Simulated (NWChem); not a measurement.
Spin states of hydrogen sulfide (H2S)

```xyz
3

S      0.0000     0.0000     0.1056
H     -0.9740     0.0000    -0.8447
H      0.9740     0.0000    -0.8447
```
Charge 0, spin multiplicity 1.

All runs are NWChem calculations. The geometry was optimised at PBE/def2-SVP, a minimum by its harmonic frequencies.

Basis set: def2-TZVP. The gap is E(triplet) − E(singlet) at the geometry of the singlet, so a negative value puts the higher spin lower. Open shells are unrestricted, coupled cluster uses restricted open-shell references, and the singlet is the closed-shell solution. The triplet is the single determinant that the SCF runs reached, with unpaired electrons in orbitals of symmetry b1 and b2 (C2v labels); it need not be the lowest triplet, which in molecules with degenerate π orbitals can need several determinants.

```json
[
 {"method": "PBE0", "vertical singlet-triplet gap (kcal/mol)": "124.1", "relative cost": "1", "difference from CCSD(T)": "-5.8"},
 {"method": "PBE", "vertical singlet-triplet gap (kcal/mol)": "123.2", "relative cost": "under 3", "difference from CCSD(T)": "-6.6"},
 {"method": "B3LYP", "vertical singlet-triplet gap (kcal/mol)": "124.5", "relative cost": "under 3", "difference from CCSD(T)": "-5.4"},
 {"method": "HF", "vertical singlet-triplet gap (kcal/mol)": "117.3", "relative cost": "under 3", "difference from CCSD(T)": "-12.6"},
 {"method": "M06-2X", "vertical singlet-triplet gap (kcal/mol)": "130.1", "relative cost": "under 3", "difference from CCSD(T)": "+0.3"},
 {"method": "B2PLYP", "vertical singlet-triplet gap (kcal/mol)": "127.2", "relative cost": "under 3", "difference from CCSD(T)": "-2.7"},
 {"method": "MP2", "vertical singlet-triplet gap (kcal/mol)": "131.9", "relative cost": "under 3", "difference from CCSD(T)": "+2.1"},
 {"method": "CCSD(T)", "vertical singlet-triplet gap (kcal/mol)": "129.9", "relative cost": "5", "difference from CCSD(T)": "0.0"},
 {"method": "CR-CCSD(T)", "vertical singlet-triplet gap (kcal/mol)": "129.8", "relative cost": "5", "difference from CCSD(T)": "-0.1"}
]
```

The values span 14.6 kcal/mol, from HF (lowest) to MP2 (highest). The cost column gives rough processor time relative to PBE0; each entry includes its own SCF.

The correlated methods keep 5 core orbitals frozen. B3LYP has NWChem's definition, with VWN1-RPA local correlation. No SCF solution was tested for a lower state. Open-shell Hartree-Fock references start from PBE0 orbitals; any time given for them includes that run. Differences from the coupled-cluster row are differences between methods, not errors against experiment.
